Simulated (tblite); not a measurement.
C4H7N2 (doublet state).
Cartesian coordinates in Å at the GFN2-xTB level; atoms count from 1:
```
atom  x, y, z in Å
C1     2.1460   -0.0728    0.5979
N2     0.7464    0.0385    0.3647
C3     0.2163   -0.3240   -0.7095
C4    -1.2572   -0.1812   -0.9014
C5    -1.9617    0.4140    0.3006
N6    -1.8250   -0.5162   -1.9370
H7     2.2905   -0.6893    1.4862
H8     2.7032   -0.5013   -0.2448
H9     2.5287    0.9236    0.8235
H10    0.7533   -0.7535   -1.5613
H11   -3.0267    0.4941    0.1032
H12   -1.7812   -0.2257    1.1606
H13   -1.5368    1.3944    0.4996
```

Method: GFN2-xTB as coded in tblite; computed harmonic values from a numerical Hessian at the method's own geometry, unscaled. The method is semi-empirical: single wavenumbers can be off by several per cent or more. One conformer, not necessarily the lowest. Open shells enter through the occupations alone, without spin polarisation, and single modes of such species can be off by tens of per cent.

Question: How many normal modes are there?

Answer: 13 atoms, non-linear: 3N − 6 = 33.

Question: What is the point group of the computed structure, and how do the modes divide by symmetry?

Answer: Cs. The vibrations span 21 a′ + 12 a″.

Question: How many distinct wavenumbers does the calculation give?

Answer: 33: Cs has no degenerate species.

Question: How many fundamentals are allowed in the infrared by symmetry?

Answer: 33 of 33: in Cs every mode is allowed. All fundamentals are allowed in the Raman spectrum.

Question: What thermal excitation has the softest real mode at 200 K?

Answer: θ = hcν̃/k = 57 K for 39.9 cm⁻¹, so N1/N0 = 0.75 and ⟨v⟩ = 1/(exp(θ/T) − 1) = 3.

The run took 0.21 s wall on an Arm Neoverse V2 with one thread, on a shared host. This covers the Hessian and the dipole derivatives.
